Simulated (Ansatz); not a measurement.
# As (model structure, started from the beta-Sn type, I4₁/amd, No. 141, 2 atoms in the cell)

All values below come from r²SCAN (Ansatz, an electronic-structure program, plane waves, PAW).

Run with plane-wave cutoff 500 eV, 16×16×16 k mesh, Fermi–Dirac smearing 0.05 eV, scalar-relativistic PAW data made under PBE.

Cell (relaxed at this level):

As is modelled in the tetragonal space group I4₁/amd, origin choice 1 (No. 141), Pearson symbol tI4. Cell: a = 5.322 Å, b = 5.322 Å, c = 2.813 Å, α = 90.00°, β = 90.00°, γ = 90.00°. As on 4a is surrounded by 6 As at 2.752–2.813 Å. (Neighbours: up to the widest gap in distance over summed covalent radii, below 1.35, at either atom.)
(The calculation used a cell of 2 atoms; values per cell refer to that cell.)

For As (model structure, started from the beta-Sn type, I4₁/amd, No. 141, 2 atoms in the cell), the band gap comes out as zero (no gap).

Note: the relaxation could raise the start's symmetry but not lower it, so the cell can be a saddle point.

Spin–orbit coupling is not included.

A model structure was made by putting elements into a prototype or built by hand; it is no filed structure, need not be a known phase, and can be a saddle point held by its symmetry.
